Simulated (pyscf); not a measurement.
PySCF, gas phase, ωB97X-D3(BJ)/def2-SVP geometries.

Question: H₂N–SiH(NH₂)–Cl (SMILES N[SiH](N)Cl) -> HN=SiH–Cl (SMILES N=[SiH]Cl) + NH₃ (SMILES N)
Surface: singlet. Broken: H–N, N–Si. Formed: H–N. Give ΔE‡ and ΔE from M06-2X/def2-TZVP, relative to the reactant's lowest minimum found.

Answer: ΔE‡ = 2.30 eV, ΔE = +3.22 eV. CCSD(T)/def2-TZVPP + ΔMP2(QZVPP) gives 2.29 eV and +3.01 eV. Zero-point energy shifts the barrier by -0.08 eV. It is an elimination, with an imaginary mode of 1218i cm⁻¹. On the product side the descent ends in an adduct with a N–Si contact, 1.18 eV under the separated species and 0.32 eV under the saddle at ωB97X-D3(BJ)/def2-TZVP. At M06-2X the saddle lies under the separated products, which points to a path from their complex (located at ωB97X-D3(BJ) alone), and parting the products costs more than the saddle. What is counted as broken (N–Si) persists as a longer contact in the product adduct; parting that adduct is a step of its own. HN=SiH–Cl lies 1.14 eV over its isomer H₂N–Si:–Cl [singlet] (electronic energy, ωB97M-D3(BJ)/def2-TZVP). One saddle was located; it need not be the lowest between these sides. The CCSD(T) − MP2 part came from Ansatz, without density fitting, on the same reference.
